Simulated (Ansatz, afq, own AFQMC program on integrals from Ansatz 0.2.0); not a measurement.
BH⁻, doublet → BH, triplet

```xyz
2

B     0.0000    0.0000    0.0000
H     0.0000    0.0000    1.2628
```

E(triplet, charge +0) − E(doublet, charge -1) at this geometry, on ROHF and UHF determinants.

Basis aug-cc-pVDZ. Only valence electrons are correlated. Ansatz 0.2.0 and our own AFQMC program on the same integrals; the CISD trial comes from CCSD amplitudes, and released means the phaseless constraint is let go. ± is one standard error of the sampling. The errors of all members are added in quadrature.

Full CI on the same integrals is exact in this basis and with this determinant's frozen core.

Errors are counted within aug-cc-pVDZ, not against nature.

Cautions: BH⁻ (doublet): a spin-contaminated unrestricted determinant lies lower (UHF 135 meV lower, ⟨S²⟩ 1.10), its ph-AFQMC/CISD value lies 19.9 ± 1.5 meV above full CI; BH (triplet): lower spins were not checked; this needn't be the first ionization.

```
level  vertical detachment energy (eV)
  MP2                            1.009
   HF                           -0.025
```

Problem. From these cheaper values, estimate the vertical detachment energy at the reference level in aug-cc-pVDZ.

Solution. 1.341 eV (full CI in aug-cc-pVDZ).

| level | vertical detachment energy (eV) | error against FCI (eV) |
| --- | --- | --- |
| CCSD | 1.258 | -0.082 |
| CCSD(T) | 1.321 | -0.020 |
| CCSDT | 1.336 | -0.004 |
| CCSDT(Q) | 1.340 | -0.001 |
| ph-AFQMC/HF | 1.303 ± 0.027 | -0.038 ± 0.027 |
| ph-AFQMC/CISD | 1.324 ± 0.002 | -0.017 ± 0.002 |
| released AFQMC | 1.336 ± 0.001 | -0.004 ± 0.001 |

Correlation beyond CCSD(T) adds 0.020 eV. The perturbative (T) step is worth +0.063 eV.

CCSDT and higher add their correlation energy to the determinant of the CCSD(T) run, since their own runs factorise the integrals more tightly (a shift of under 2 meV). A walk keeps the symmetry of its determinant, which the program's search chose and which needn't be the lowest solution, so a lower state of the same spin and another symmetry isn't excluded. Released energies are given only where the last usable release times agree within the noise; a slower fall can still hide under it.
